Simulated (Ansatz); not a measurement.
Reaction (SMILES): Cl[CH2] (CH2-Cl) → C atom + Cl atom + 2 H atom
B3LYP-D3(BJ)/def2-TZVP geometries, fixed; electronic energies without zero-point terms.

The atomisation energy at CCSD(T) with Ansatz (a first-principles code), in kcal/mol, split into its Hartree-Fock and correlation parts. Cores are frozen. Open shells are unrestricted. No added dispersion term, no relativity. Functions are those of the species that has most.

| basis | X | functions | Hartree-Fock | CCSD(T) |
|---|---|---|---|---|
| aug-cc-pV(D+d)Z | 2 | 73 | 209.36 | 267.31 |
| aug-cc-pV(T+d)Z | 3 | 147 | 213.39 | 281.81 |
| aug-cc-pV(Q+d)Z | 4 | 261 | 213.86 | 285.70 |

Worked estimate of the basis-set limit from each neighbouring pair, with Hartree-Fock from the larger set and the correlation part extrapolated as X^-3.
Correlation parts: X = 2: 57.95, X = 3: 68.42, X = 4: 71.84.
- (2,3): (27·(68.42) - 8·(57.95))/19 = 72.83; with Hartree-Fock 213.39 the estimate is 286.22 kcal/mol.
- (3,4): (64·(71.84) - 27·(68.42))/37 = 74.34; with Hartree-Fock 213.86 the estimate is 288.20 kcal/mol.
The last two estimates differ by 1.98 kcal/mol; the largest set lies 2.50 from the last. Over the last step Hartree-Fock moves by 0.47 and the correlation part by 3.42.
